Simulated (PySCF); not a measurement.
Compound: N2O.
Bonds: N1–N2 (triple), N2–O3.
Bond orders are those of one Lewis drawing.

Computed by this run: PBE0-D3(BJ)/def2-TZVP geometry optimisation, gas phase in PySCF 2.14.0; density fitting, grid level 2; the optimiser is geomeTRIC in internal coordinates, started from a GFN2-xTB structure with every atom displaced at random (about 0.01 Å).

Step 0: E = -5021.5765 eV
```
atom  x, y, z in Å  |  force x, y, z in eV/Å
N1     -0.7577    0.3927    0.0640   -6.001  -0.105   0.060
N2      0.3215    0.4277    0.0529    1.918  -0.042  -0.019
O3      1.4573    0.4447    0.0415    4.083   0.147  -0.042
```

Step 1: E = -5021.7605 eV
```
atom  x, y, z in Å  |  force x, y, z in eV/Å
N1     -0.7995    0.3934    0.0644    0.496   0.048  -0.005
N2      0.3219    0.4245    0.0530   -0.247  -0.076   0.003
O3      1.4987    0.4473    0.0411   -0.250   0.028   0.002
```

Q: Estimate the geometry and energy of step 2. (The exact step hangs on the optimiser's Hessian estimate; all steps are aligned on step 1, rigid shifts and turns removed.)

A: E = -5021.7618 eV, largest force 0.159 eV/Å
```
atom  x, y, z in Å  |  force x, y, z in eV/Å
N1     -0.7973    0.3946    0.0644    0.159   0.015  -0.002
N2      0.3216    0.4223    0.0530   -0.075  -0.023   0.001
O3      1.4967    0.4483    0.0411   -0.084   0.009   0.001
```

The energy changes by -0.0013 eV. The first-order estimate −F·Δx gives -0.0019 eV and the mean of the old and new forces, exact on a quadratic surface, -0.0013 eV. The step makes an angle of 39° with the force vector and moves no atom by more than 0.003 Å.

What follows is the cost of the whole optimisation. Hardware: an Intel Xeon Platinum 8175M at 2.50 GHz with one thread, no GPU (shared host). Cost: 11 s, 0.35 GiB resident at most.
